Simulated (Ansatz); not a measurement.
Born–Oppenheimer molecular dynamics of CH4BF (7 atoms, charge 0, multiplicity 1). It starts from a relaxed structure.

Theory: RKS PBE/def2-SVP in Ansatz.

- ensemble: NVT, Langevin thermostat
- time step: 0.25 fs
- steps asked: 100
- set temperature: 200 K
- friction: 0.005 /fs
- seed: 897124

Frames 1.25 fs apart, positions in Å, forces in eV/Å.

Velocities at 10 fs (Å/ps):

```
B 0.43 -5.89 2.40
F -0.59 1.23 -0.18
C 0.60 4.59 2.90
H -2.79 17.58 -2.07
H -2.06 4.33 -17.01
H -6.00 21.01 -4.15
H 15.58 -23.44 9.75
```

```xyz
7
Properties=species:S:1:pos:R:3:forces:R:3 time_fs=10 energy_less_start_eV=0.050 T=164
B 0.034 -0.055 -0.003 -0.26 -0.47 0.49
F -0.054 0.328 1.278 -0.15 0.11 -0.06
C 1.378 0.073 -0.761 0.36 -0.20 0.35
H 1.589 -0.971 -1.089 0.14 0.12 -0.23
H 1.284 0.699 -1.656 0.00 0.10 -0.48
H 2.237 0.434 -0.150 -0.24 -0.02 -0.08
H -0.952 -0.655 -0.449 0.15 0.36 0.00
7
Properties=species:S:1:pos:R:3:forces:R:3 time_fs=11.25 energy_less_start_eV=0.048 T=161
B 0.034 -0.063 0.001 -0.01 -0.35 0.51
F -0.055 0.329 1.278 -0.17 0.12 -0.03
C 1.379 0.078 -0.757 0.03 0.48 -0.27
H 1.587 -0.951 -1.094 0.29 -0.24 -0.27
H 1.282 0.705 -1.679 0.00 -0.24 0.13
H 2.228 0.461 -0.156 -0.10 -0.03 0.01
H -0.930 -0.682 -0.437 -0.04 0.26 -0.07
7
Properties=species:S:1:pos:R:3:forces:R:3 time_fs=12.5 energy_less_start_eV=0.062 T=147
B 0.034 -0.070 0.004 0.28 -0.21 0.50
F -0.056 0.331 1.278 -0.19 0.13 0.01
C 1.380 0.084 -0.754 -0.34 0.86 -0.80
H 1.589 -0.935 -1.100 0.39 -0.43 -0.26
H 1.278 0.709 -1.699 0.01 -0.47 0.59
H 2.216 0.488 -0.161 0.10 0.00 0.12
H -0.910 -0.705 -0.424 -0.25 0.13 -0.16
7
Properties=species:S:1:pos:R:3:forces:R:3 time_fs=13.75 energy_less_start_eV=0.071 T=154
B 0.034 -0.078 0.009 0.50 -0.13 0.41
F -0.057 0.333 1.277 -0.21 0.14 0.08
C 1.381 0.092 -0.752 -0.60 0.78 -1.10
H 1.596 -0.925 -1.111 0.43 -0.39 -0.15
H 1.272 0.703 -1.712 0.00 -0.47 0.76
H 2.204 0.515 -0.165 0.27 0.02 0.19
H -0.892 -0.727 -0.414 -0.38 0.05 -0.20
7
Properties=species:S:1:pos:R:3:forces:R:3 time_fs=15 energy_less_start_eV=0.067 T=163
B 0.035 -0.086 0.015 0.61 -0.10 0.29
F -0.059 0.336 1.277 -0.23 0.15 0.15
C 1.381 0.100 -0.751 -0.65 0.43 -1.10
H 1.608 -0.918 -1.122 0.41 -0.16 0.02
H 1.263 0.692 -1.715 -0.03 -0.31 0.66
H 2.195 0.544 -0.166 0.31 -0.01 0.18
H -0.879 -0.749 -0.405 -0.42 0.00 -0.20
7
Properties=species:S:1:pos:R:3:forces:R:3 time_fs=16.25 energy_less_start_eV=0.057 T=187
B 0.038 -0.094 0.022 0.61 -0.14 0.12
F -0.061 0.338 1.278 -0.24 0.16 0.22
C 1.380 0.109 -0.750 -0.51 -0.06 -0.76
H 1.625 -0.912 -1.131 0.35 0.09 0.21
H 1.253 0.677 -1.708 -0.09 0.00 0.29
H 2.186 0.573 -0.163 0.24 -0.08 0.09
H -0.871 -0.771 -0.399 -0.36 0.03 -0.15
7
Properties=species:S:1:pos:R:3:forces:R:3 time_fs=17.5 energy_less_start_eV=0.058 T=182
B 0.041 -0.102 0.028 0.49 -0.22 -0.07
F -0.062 0.340 1.278 -0.24 0.15 0.28
C 1.378 0.119 -0.751 -0.19 -0.65 -0.08
H 1.648 -0.906 -1.136 0.26 0.35 0.36
H 1.243 0.661 -1.694 -0.18 0.43 -0.36
H 2.179 0.600 -0.158 0.08 -0.17 -0.07
H -0.868 -0.792 -0.396 -0.22 0.11 -0.07
7
Properties=species:S:1:pos:R:3:forces:R:3 time_fs=18.75 energy_less_start_eV=0.070 T=181
B 0.046 -0.111 0.034 0.27 -0.33 -0.24
F -0.063 0.342 1.278 -0.24 0.13 0.30
C 1.376 0.128 -0.752 0.14 -1.03 0.48
H 1.675 -0.896 -1.136 0.17 0.48 0.45
H 1.233 0.650 -1.686 -0.27 0.75 -0.85
H 2.174 0.625 -0.155 -0.07 -0.24 -0.20
H -0.870 -0.812 -0.395 -0.01 0.24 0.05
7
Properties=species:S:1:pos:R:3:forces:R:3 time_fs=20 energy_less_start_eV=0.065 T=195
B 0.051 -0.121 0.040 0.06 -0.41 -0.42
F -0.066 0.343 1.279 -0.23 0.11 0.33
C 1.374 0.137 -0.752 0.27 -1.06 0.57
H 1.706 -0.879 -1.130 0.10 0.45 0.43
H 1.219 0.651 -1.688 -0.28 0.76 -0.85
H 2.167 0.644 -0.155 -0.11 -0.20 -0.23
H -0.872 -0.829 -0.397 0.19 0.35 0.17
7
Properties=species:S:1:pos:R:3:forces:R:3 time_fs=21.25 energy_less_start_eV=0.038 T=235
B 0.056 -0.130 0.046 -0.08 -0.40 -0.54
F -0.069 0.344 1.279 -0.22 0.09 0.35
C 1.372 0.144 -0.752 0.18 -0.65 0.18
H 1.740 -0.855 -1.113 0.07 0.23 0.27
H 1.199 0.663 -1.703 -0.17 0.43 -0.30
H 2.158 0.661 -0.157 -0.09 -0.09 -0.20
H -0.870 -0.842 -0.395 0.30 0.39 0.23
7
Properties=species:S:1:pos:R:3:forces:R:3 time_fs=22.5 energy_less_start_eV=0.024 T=248
B 0.061 -0.140 0.051 -0.09 -0.27 -0.55
F -0.072 0.345 1.280 -0.20 0.06 0.35
C 1.371 0.152 -0.752 -0.07 -0.18 -0.42
H 1.773 -0.829 -1.093 0.08 -0.02 0.07
H 1.176 0.682 -1.723 -0.01 -0.02 0.40
H 2.147 0.676 -0.164 0.03 0.11 -0.07
H -0.864 -0.847 -0.390 0.27 0.31 0.22
7
Properties=species:S:1:pos:R:3:forces:R:3 time_fs=23.75 energy_less_start_eV=0.035 T=225
B 0.065 -0.149 0.056 0.04 -0.05 -0.49
F -0.075 0.345 1.281 -0.18 0.04 0.34
C 1.370 0.160 -0.752 -0.30 0.18 -0.88
H 1.809 -0.805 -1.072 0.07 -0.20 -0.10
H 1.151 0.701 -1.739 0.15 -0.39 0.95
H 2.136 0.695 -0.172 0.11 0.29 0.04
H -0.852 -0.847 -0.381 0.11 0.14 0.14
```

Of the whole run (25 fs, mean temperature of the second half 194 K): A run of 0.025 ps of so small a system gives no equilibrium averages.

Time of the run: 87 s on 1 thread of Arm Neoverse V2, on a shared host, peak memory 0.095 GiB.
